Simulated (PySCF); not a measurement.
**Beryllium: a sound run and one with changed settings**

Sound run: Be [He] 2s2, Be⁺ [He] 2s1. Computed with PySCF 2.14 in def2-SVP (3s2p, 9 functions), with no relativity, point nucleus. The sound run starts from symmetry-adapted Hartree-Fock orbitals and uses a fine grid where one is needed.

Changed run: radial step 1.2 in ln r (0.13 in the sound run). This setting is unsound on purpose.

```
species  method  sound run (hartree)  changed run (hartree)  converged
     Be     UHF            -14.55373              -14.55373        yes
     Be  M06-2X            -14.64598              -14.69582        yes
     Be    BP86            -14.64148              -14.66922        yes
    Be⁺     UHF            -14.26091              -14.26091        yes
    Be⁺  M06-2X            -14.31354              -14.34939        yes
    Be⁺    BP86            -14.30809              -14.32539        yes
```

Ionisation energy of Be:

```tsv
method	sound run (eV)	changed run (eV)
UHF	7.968	7.968
M06-2X	9.046	9.427
BP86	9.072	9.356
```

A coarse radial grid mis-integrates the density and the exchange-correlation energy, with errors of either sign; Hartree-Fock needs no grid.

For comparison, NIST gives 9.323 eV between the lowest levels.
